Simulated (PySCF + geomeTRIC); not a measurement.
Species: HO, SMILES `[OH]` (charge 0, multiplicity 2).

Q: Give a relaxed geometry from PBE0-D3(BJ)/def2-TZVP run with PySCF + geomeTRIC.

A: the end point of this relaxation (outside a Z-matrix the atoms follow the SMILES, hydrogens last).
Z-matrix (Å, degrees):
```
O
H 1 0.9731
```
